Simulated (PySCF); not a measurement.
Bonds (- single, = double, # triple, : aromatic): F1-C2 1.334 Å, C2-F3 1.334 Å, C2-Cl4 1.763 Å. C2 carries H5.

Geometry: PBE0-D3(BJ)/def2-TZVP; GIAO shifts from PySCF, gas phase, non-relativistic, averaged over equivalent atoms.

At B97-2/pcSseg-2 (165 basis functions, 9.6 s wall time on 1 thread of an Intel Xeon Platinum 8259CL, shared host):
```tsv
atoms	δ (ppm)
F1/F3	-79.9
C2	129.9
Cl4	304.2
H5	7.22
```

Shifts are taken against calculated references (same method and geometry level): $^{19}$F (σref 175.98) vs CFCl3; TMS for $^{13}$C (σref 185.38), $^{1}$H (σref 31.64); HCl for $^{35}$Cl (σref 941.52).

Predict the values at PBE0/pcSseg-2 on the same geometry.

Answers


```
atoms  δ at PBE0/pcSseg-2  change
F1/F3               -80.0    -0.1
   C2               131.0    +1.1
  Cl4               311.5    +7.3
   H5                7.20   -0.02
```

Shifts are taken against calculated references (same method and geometry level): CFCl3 for $^{19}$F (σ = 174.31 ppm); $^{13}$C (σ = 186.03 ppm), $^{1}$H (σ = 31.52 ppm) against TMS; $^{35}$Cl (σ = 945.66 ppm) against HCl.

The largest change is at Cl4 (chlorine bonded to C). Cost: 165 basis functions, 12 s wall time on 1 thread of an Intel Xeon Platinum 8259CL, shared host.

Carbons that carry Cl, above all several Cl atoms, come out too deshielded, partly because spin–orbit coupling is missing. Unscaled 19F shifts against computed CFCl3 carry errors that often reach 10 to 50 ppm.
